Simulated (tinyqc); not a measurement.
Inside a calculation. Method: UHF in the sto-6g basis, for H2O, spin multiplicity 1. One step of it, computed by the program tinyqc.

Task: Iteration 2: DIIS coefficients. Solve [B -1; -1 0][c; lambda] = [0; -1] for the coefficients, which sum to one.

B (overlaps of the stored error matrices):
```
                1               2
1   7.6826353e-01  -5.8979706e-02
2  -5.8979706e-02   2.0670132e-01
```

Give: DIIS coefficients.

Result:

DIIS coefficients: 0.2431  0.7569
